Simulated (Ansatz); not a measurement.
A made-up structure of C2H6N (charge +1), closed shell:

C1  (0.404, -0.887, 0.507)
C2  (0.355, 0.373, -0.259)
N3  (-0.792, 0.959, -0.517)
H4  (-1.692, 0.589, -0.213)
H5  (-0.800, 1.830, -1.049)
H6  (1.334, 0.722, -0.558)
H7  (0.975, -0.780, 1.394)
H8  (0.844, -1.669, -0.058)
H9  (-0.569, -1.200, 0.786)
(Å)

It is relaxed with PBE-D4/def2-SVP and then PBE0-D4/def2-TZVP (Ansatz 0.2.0). Atoms count as bonded within 1.22 times the sum of their covalent radii (H–H: 0.88 Å). The end point is not checked to be a true minimum.

**Question.** Does its bonding change? (Judge from chemistry; the calculation decides.)

**Answer.** Computed: No: no bond forms or breaks.

Where it ends: The first stage lowers the energy by 0.30 eV in 5 steps. It ends as C₂H₆N ([CH3][CH][NH2]), total charge +1:
| atom | x (Å) | y (Å) | z (Å) |
| --- | --- | --- | --- |
| C1 | 0.3686 | -0.9071 | 0.5225 |
| C2 | 0.3217 | 0.3372 | -0.2350 |
| N3 | -0.7555 | 0.9646 | -0.5233 |
| H4 | -1.6651 | 0.6202 | -0.2317 |
| H5 | -0.7425 | 1.8290 | -1.0538 |
| H6 | 1.2489 | 0.7839 | -0.5908 |
| H7 | 1.0113 | -0.7567 | 1.3985 |
| H8 | 0.8811 | -1.6640 | -0.0838 |
| H9 | -0.6109 | -1.2701 | 0.8308 |

Labels in which every atom is bracketed show which atoms are joined, not bond orders.

For scale, one of the runs: PBE0-D4/def2-TZVP relaxation, 129 basis functions, launched by `ansatz run in.yaml --threads 2 --pin off --events-out ev --progress --plain --max-ram 4352MiB`. Hardware: 2 CPU threads of an Arm Neoverse V1, shared host. Wall time about 12 s.
